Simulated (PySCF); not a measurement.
Choosing a basis for TDDFT

C2H2.
SMILES: `C#C`

TDDFT with PBE0 (PySCF), vertical singlets, core orbitals frozen in the response, spherical d and f functions. Geometry: PBE0-D3(BJ)/def2-SVP; no solvent, vibrations or thermal averaging.

```csv
basis,functions,diffuse,S1 (eV),S2 (eV),S3 (eV),S4 (eV),S5 (eV),LUMO (eV),α (au)
6-31G*,32,no,6.94,7.30,7.30,9.57,9.57,1.61,14.6
def2-SVP,38,no,6.86,7.20,7.20,9.31,9.31,1.19,16.2
def2-SVPD,56,yes,6.71,7.01,7.01,8.40,8.40,0.78,22.3
aug-cc-pVDZ,64,yes,6.63,6.89,6.89,7.57,7.57,0.27,23.1
def2-TZVP,74,no,6.70,6.98,6.98,8.86,8.86,0.80,20.1
def2-TZVPD,92,yes,6.65,6.92,6.92,7.94,7.94,0.65,23.4
aug-cc-pVTZ,138,yes,6.62,6.87,6.87,7.55,7.56,0.21,23.6
```

**Question.** How much do these states and the polarisability depend on the basis?

**Answer.** States are compared by their number. Against the largest diffuse basis here (aug-cc-pVTZ, itself not a converged limit), sets without diffuse functions differ by up to 0.32 eV in S1 and 2.02 eV in S5; the smaller diffuse sets differ by up to 0.10 and 0.84 eV. State by state, the largest deviation of a set without diffuse functions is S1 0.32, S2 0.43, S3 0.43, S4 2.02, S5 2.02 eV. The same number needn't mean the same state in each row. Against aug-cc-pVTZ the polarisability deviates by -38% in 6-31G*, -31% in def2-SVP, -6% in def2-SVPD, -2% in aug-cc-pVDZ, -15% in def2-TZVP, -1% in def2-TZVPD.
